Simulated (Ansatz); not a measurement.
# CH₂B (quartet): from Hartree-Fock to the top rungs at distance B1–H3 = 1.461 Å, cc-pVDZ

Aim: climb from Hartree-Fock through coupled cluster and multireference methods for CH₂B (quartet) at one geometry and basis, and see what each rung misses.

Computed with Ansatz 0.2.0, Gaussian basis. Level: cc-pVDZ, core rule «outside noble gas», up to 2 orbitals frozen.

To be run: UHF; CCSD(T) on ROHF; CCSD(T) on UHF; BCCD(T) on ROHF; CISD; CCSDT(Q) on ROHF; CCSDT(Q) on UHF; CASSCF and MRCISD+Q, 5 electrons in 5 orbitals; CASSCF and NEVPT2, 5 electrons in 5 orbitals; CASSCF and MRCISD+Q, 9 electrons in 10 orbitals; CASSCF and MRCISD+Q(relaxed), 9 electrons in 10 orbitals; CASSCF and NEVPT2, 9 electrons in 10 orbitals.

16 further runs of the same task are left out: 1 for a mislabelled method, 11 that didn't finish, 4 set aside as unsound or not needed.

## (1) The system

The geometry derives from a PBE0/def2-TZVP stationary point (not a proven minimum). One bond is set to the value named and the two fragments are kept rigid.

4 atoms, charge 0, spin multiplicity 4.

Atoms are counted from 1 here; the program's logs count them from 0.

Bond lengths: B1–C2 1.527 Å, C2–H4 1.092 Å. Angles: B1–C2–H4 134.8°.

## (2) UHF

The input, in.yaml:

```yaml
crystal:
  periodic: [false, false, false]
  atoms:
    - {symbol: B, position_ang: [0.000000, -0.113512, 0.796610]}
    - {symbol: C, position_ang: [0.000000, -0.053254, -0.729040]}
    - {symbol: H, position_ang: [0.000000, 1.100102, 1.610035]}
    - {symbol: H, position_ang: [0.000000, 0.751996, -1.467034]}
basis:
  gaussian: {orbitals: cc-pVDZ}
magnetization: {spin_polarized: true, initial_magnetization: 3}
hamiltonian: {xc: hf}
output: {orbitals: {seedname: orbitals}}
```

Run with:

```bash
ansatz run in.yaml --threads 1 --pin off --events-out ev --progress --plain --max-ram 2393MiB
```

After this run come: CCSD(T) on ROHF; CCSD(T) on UHF; BCCD(T) on ROHF; CISD; CCSDT(Q) on ROHF; CCSDT(Q) on UHF; CASSCF and MRCISD+Q, 5 electrons in 5 orbitals; CASSCF and NEVPT2, 5 electrons in 5 orbitals; CASSCF and MRCISD+Q, 9 electrons in 10 orbitals; CASSCF and MRCISD+Q(relaxed), 9 electrons in 10 orbitals; CASSCF and NEVPT2, 9 electrons in 10 orbitals.

Before running them: what should the planned runs give, taken together? Wanted: UCCSDT(Q) below the RHF energy; RMP2 from UCCSDT(Q); UMP2 from UCCSDT(Q); RCCSD from UCCSDT(Q); RCCSD(T) from UCCSDT(Q); UCCSD(T) from UCCSDT(Q); RCCSDT(Q) from UCCSDT(Q); NEVPT2 pair from UCCSDT(Q); MRCISD+Q pair from UCCSDT(Q).

The runs gave:

```
                         quantity                                                                                                value
   UCCSDT(Q) below the RHF energy                                                                                           -5.0732 eV
              RMP2 from UCCSDT(Q)                                                                                          +1048.6 meV
              UMP2 from UCCSDT(Q)                                                                                          +1056.3 meV
             RCCSD from UCCSDT(Q)                                                                                           +160.8 meV
          RCCSD(T) from UCCSDT(Q)                                                                                            +36.7 meV
          UCCSD(T) from UCCSDT(Q)                                                                                            +35.9 meV
         RCCSDT(Q) from UCCSDT(Q)                                                                                             +1.2 meV
       NEVPT2 pair from UCCSDT(Q)                                                                                          +1024.0 meV
     MRCISD+Q pair from UCCSDT(Q)                                                                                            +49.7 meV
    NEVPT2 valence from UCCSDT(Q)                                                                                           +747.2 meV
levels within 1 kcal/mol (43 meV)  RCCSD(T), UCCSD(T), BCCD(T), RCCSDT, UCCSDT, RCCSDT(Q), MRCISD+Q valence, MRCISD+Q(relaxed) valence
                    T1 diagnostic                                                                                                0.023
   effectively unpaired electrons                                                                                                 3.02
```

RCCSD(T) misses by +36.7 meV, 0.7 % of the correlation energy. One determinant dominates. Of the multireference levels listed MRCISD+Q(relaxed) valence comes nearest in total energy (-14.5 meV), which doesn't show that its space is the better one. These misses are within one basis, not against nature; the frozen cores of restricted and unrestricted runs differ, which can shift their rows.
